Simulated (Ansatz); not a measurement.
Reaction (substitution at a C–C bond): `CCC(Cl)CCl` + HCl → `ClCC(Cl)Cl` + ethane

Isolated molecules relaxed with PBE0-D4/def2-TZVP in Ansatz; ΔE leaves out vibrations. CCSD(T)/CBS is the MP2 limit (def2-TZVPP, def2-QZVPP) plus CCSD(T) − MP2 in def2-TZVPP, frozen cores. This one scheme is used for every species. One conformer a species, not always the lowest.

| species | SCS-MP2/def2-TZVPP energy (Eh) |
| --- | --- |
| `CCC(Cl)CCl` | -1076.29398 |
| HCl | -460.30218 |
| `ClCC(Cl)Cl` | -1456.93767 |
| `CC` | -79.64041 |

Q: Work out ΔE.

A: ΔE = (-1456.93767) + (-79.64041) − (-1076.29398) − (-460.30218) = 0.01808 Eh = +47.5 kJ/mol. CCSD(T)/CBS gives +49.3 kJ/mol.

Largest T1 diagnostic among the species: 0.009.

The D4 term adds +6.0 kJ/mol with B3LYP and +3.8 kJ/mol with PBE0; it sums over pairs of atoms, weighted by their polarisabilities, and B3LYP, whose exchange is more repulsive, gets the larger term. In def2-TZVPP, CCSD(T) changes the Hartree–Fock value by +6.8 kJ/mol (the triples alone add −0.5 kJ/mol) and MP2 by +5.8 kJ/mol. From PBE to PBE0 (25 % exact exchange), in def2-TZVPP and without D4, ΔE moves by +6.1 kJ/mol.

B3LYP here is the variant with VWN-RPA as its local correlation; programs differ in this.
